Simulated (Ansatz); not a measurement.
C$_{3}$H$_{3}$F$_{3}$ (`FCC=C(F)F`). Charge 0, multiplicity 1. Geometry: relaxed with PBE0-D4/def2-TZVP. It is one conformer, not always the lowest.

```xyz
9

F     1.199   -1.440   -1.030
C     0.016   -0.728   -0.880
C     0.249    0.501   -0.086
C    -0.236    0.674    1.129
F    -0.984   -0.184    1.782
F    -0.050    1.746    1.860
H    -0.711   -1.384   -0.396
H    -0.337   -0.483   -1.885
H     0.855    1.298   -0.494
```

Problem. What is the dipole moment at B3LYP/def2-TZVPP? (Estimate.)

Solution. Computed: 1.54 D, with components (-1.09, 0.86, -0.66) D in this frame, pointing from negative to positive charge.

Problem. And with PBE, r2SCAN, ωB97M-V? (An estimate is asked.)

Solution. Ansatz gave: PBE 1.44 D, r2SCAN 1.49 D, ωB97M-V 1.53 D.

Problem. Give the Mulliken charges with B3LYP, ωB97M-V, PBE in def2-TZVPP. (Estimate.)

Solution. Ansatz gave: 
```tsv
atom	B3LYP	ωB97M-V	PBE
F1	-0.24	-0.23	-0.20
C2	0.11	0.07	0.08
C3	-0.24	-0.21	-0.23
C4	0.41	0.38	0.34
F5	-0.16	-0.16	-0.12
F6	-0.16	-0.15	-0.12
H7	0.08	0.09	0.07
H8	0.08	0.09	0.07
H9	0.12	0.12	0.11
```

B3LYP here is the variant with VWN-RPA as its local correlation; programs differ in this.
